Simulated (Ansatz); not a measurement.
# BCCl (triplet): wave-function methods side by side at a displaced geometry (v2), cc-pVDZ

The task here is to estimate one member of a computed series from the others.

The runs use Ansatz 0.2.0, Gaussian basis; cc-pVDZ, core rule «outside noble gas», up to 7 orbitals frozen.

To be run: UHF; CCSD(T) on ROHF; CCSD(T) on UHF; BCCD(T) on ROHF; CISD; CCSDT(Q) on ROHF; CCSDT(Q) on UHF.

25 further runs of the same task are left out: 12 that didn't finish, 13 set aside as unsound or not needed.

## The system

The geometry is a PBE0/def2-TZVP stationary point (not a proven minimum) with its atoms shifted at random (size 0.100 Å).

3 atoms, charge 0, spin multiplicity 3.

Atoms are counted from 1 here; the program's logs count them from 0.

Bond lengths: C1–B2 1.477 Å, B2–Cl3 1.668 Å. Angles: C1–B2–Cl3 170.8°.

The first run:

in.yaml

```yaml
crystal:
  periodic: [false, false, false]
  atoms:
    - {symbol: C, position_ang: [0.084376, 0.005225, -1.533562]}
    - {symbol: B, position_ang: [-0.080498, 0.013599, -0.066046]}
    - {symbol: Cl, position_ang: [-0.003878, -0.018825, 1.599608]}
basis:
  gaussian: {orbitals: cc-pVDZ}
magnetization: {spin_polarized: true, initial_magnetization: 2}
hamiltonian: {xc: hf}
output: {orbitals: {seedname: orbitals}}
```

On the command line:

```console
ansatz run in.yaml --threads 1 --pin off --events-out ev --progress --plain --max-ram 2393MiB
```

Among the steps run: UHF; CCSD(T) on ROHF; CCSD(T) on UHF; BCCD(T) on ROHF; CISD; CCSDT(Q) on ROHF; CCSDT(Q) on UHF.

One table of the session follows, with a row left open; its other results are not shown here.

| method | from UCCSDT(Q) (kJ/mol) |
| --- | --- |
| ROHF | +866.5 |
| UHF | +857.4 |
| RMP2 | +124.4 |
| UMP2 | ? |
| CISD | +112.9 |
| RCCSD | +34.8 |
| UCCSD | +34.6 |
| RCCSD(T) | +6.5 |
| UCCSD(T) | +6.5 |
| BCCD(T) | +6.5 |
| RCCSDT | +2.4 |
| UCCSDT | +2.3 |
| RCCSDT(Q) | +0.3 |
| UCCSDT(Q) | 0 |

Estimate the missing values for UMP2.

The run gave: from UCCSDT(Q) (kJ/mol): +125.2. In the column «from UCCSDT(Q) (kJ/mol)» it lies between RMP2 (+124.4) and UHF (+857.4).

To keep in mind: Restricted and unrestricted rows rest on different reference determinants; where their highest levels disagree by more than a few hundredths of an eV, they describe different states and don't form one ladder.
